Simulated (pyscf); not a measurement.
## Hydrogen abstraction: H₂P–GeH₃ (SMILES [PH2][GeH3]) + H• (SMILES [H]) -> •HP–GeH₃ (SMILES [PH][GeH3]) + H₂ (SMILES [H][H])

Gas phase, doublet surface, charge 0. Bonds broken: P1–H3. Bonds formed: H3–H5. Optimised with ωB97X-D3(BJ)/def2-SVP in PySCF.

Transition state (Å):

```xyz
8

P     -1.1587    -0.4032    -0.6281
Ge     0.2054     1.4612    -0.7077
H     -0.8720    -0.6556     0.7901
H     -2.3345     0.3473    -0.3358
H     -0.6458    -0.6019     2.1575
H     -0.0084     2.3906     0.4969
H      1.6660     0.9875    -0.7340
H     -0.1017     2.2270    -2.0032
```

One imaginary mode, 738i cm⁻¹; descent along it reached the two sides named.

| bond | change | reactant side (Å) | saddle | product side |
|---|---|---|---|---|
| P1–H3 | breaks | 1.424 | 1.469 | 3.1 |
| H3–H5 | forms | 3.1 | 1.387 | 0.761 |

Electronic energies relative to the separated reactants (kJ/mol):

```csv
level,barrier,reaction energy,reverse barrier
ωB97X-D3(BJ)/def2-TZVP,11.9,-87.7,99.6
PBE/def2-TZVP,-2.8,-89.4,86.6
r²SCAN/def2-TZVP,-10.0,-100.8,90.8
B3LYP-D3(BJ)/def2-TZVP,-5.7,-103.2,97.5
PBE0-D3(BJ)/def2-TZVP,1.7,-86.7,88.4
M06-2X/def2-TZVP,14.0,-95.0,109.1
ωB97M-D3(BJ)/def2-TZVP,11.8,-88.4,100.1
HF/def2-TZVP,35.3,-85.0,120.3
```

With ωB97M-D3(BJ)/def2-TZVP energies and thermal terms (ideal gas, 1 atm, RRHO with modes under 100 cm⁻¹ raised to 100, one conformer, R ln 2 for chiral ones without a mode under 150 cm⁻¹), in kJ/mol:

```
T (K)  ΔH‡    ΔG‡     ΔH      ΔG
-----  ---  -----  -----  ------
298    7.0   32.9  -85.9   -91.4
600    5.7   59.7  -86.0   -97.0
900    4.8   86.8  -87.7  -102.3
1200   4.1  114.3  -90.4  -106.7
```

At PBE, r²SCAN, B3LYP-D3(BJ) this geometry lies under the reactants; that is no barrier but a single point on another level's saddle; such a level's own saddle, if it has one, lies nearer that side and is low. One saddle was located; it need not be the lowest between these sides. The angle at the transferred H is 168°. Elements up to Kr have no core potential and no relativistic terms here.
